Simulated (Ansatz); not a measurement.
CH₇Si₂ (`C[SiH][SiH3]`) radical from Hartree–Fock to CCSD(T)

```xyz
10

C    -0.149   -0.942   -1.497
Si    0.276   -0.869    0.333
Si   -0.186    1.161    1.371
H     0.492   -0.264   -2.069
H    -1.188   -0.653   -1.666
H    -0.006   -1.952   -1.886
H     1.679   -1.320    0.572
H    -1.636    1.467    1.227
H     0.579    2.306    0.796
H     0.139    1.065    2.819
```

The species carries charge 0 and has multiplicity 2. The geometry is a stationary point of PBE0-D4/def2-TZVP. Frozen core, unrestricted reference, Ansatz 0.2.0. CBS rows extrapolate triple and quadruple zeta; past MP2 they add the triple-zeta difference.

| basis | HF (Eh) | MP2 corr. |
| --- | --- | --- |
| def2-SVP | -619.55923 | -0.33394 |
| def2-TZVPP | -619.80871 | -0.41466 |
| def2-QZVPP | -619.82850 | -0.44289 |

Estimate the CCSD correlation energy and the (T) correction in each basis where they were run (hartree).


| basis | CCSD corr. | (T) |
| --- | --- | --- |
| def2-SVP | -0.39162 | -0.01052 |
| def2-TZVPP | -0.47065 | -0.01687 |
| CBS(def2) | -0.51980 | as TZ |
